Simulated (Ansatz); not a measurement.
in.yaml

```yaml
crystal:
  periodic: [false, false, false]
  atoms:
    - {symbol: N, position_ang: [0.000000, -0.402222, 1.503030]}
    - {symbol: O, position_ang: [0.000000, 0.563274, 0.584427]}
    - {symbol: S, position_ang: [0.000000, -0.105356, -0.948167]}
basis:
  gaussian: {orbitals: cc-pVDZ, fitting: {mean_field: def2-universal-jkfit}}
magnetization: {spin_polarized: false, initial_magnetization: 1}
correlation: {active_space: {window: {electrons: 1, orbitals: 6}}}
```

```sh
$ ansatz run in.yaml --threads 1 --pin off --events-out ev --progress --plain --max-ram 2393MiB
```

Log:

```
282 factors; integrals over basis functions are off by at most 8.2e-2 eV
mean field evaluation 1: about -14327.3685 eV, gradient 2.6e1 eV
mean field evaluation 2: about -14321.8800 eV, gradient 5.0e1 eV
mean field evaluation 4: about -14329.3392 eV, gradient 6.1e0 eV
mean field evaluation 8: about -14329.7893 eV, gradient 6.7e-1 eV
mean field evaluation 16: about -14327.2814 eV, gradient 1.1e1 eV
mean field evaluation 32: about -14330.1170 eV, gradient 1.2e-4 eV
mean field evaluation 64: about -14330.0464 eV, gradient 1.1e-2 eV
mean field evaluation 96: about -14330.0913 eV, gradient 1.2e-1 eV
mean field evaluation 128: about -14328.6008 eV, gradient 4.2e-1 eV
mean field evaluation 160: about -14328.6044 eV, gradient 1.3e-6 eV
mean field -14330.11700749 eV, -526.6220867231 hartree, gradient 1.1e-6 eV, S^2 0.750000; 18 other end points of the search recorded, 0 dependent functions left out
reference -14330.11700749 eV, -526.6220867231 hartree; 16, 15 occupied and 30, 31 virtual orbitals, 282 factors
state -14330.11700749 eV, -526.6220867231 hartree
Total energy: -14330.11700749 eV, -526.6220867231 hartree
```

Ran on 1 thread of AMD EPYC 7B13, shared host: 9.5 s wall, 0.16 GiB peak host memory.
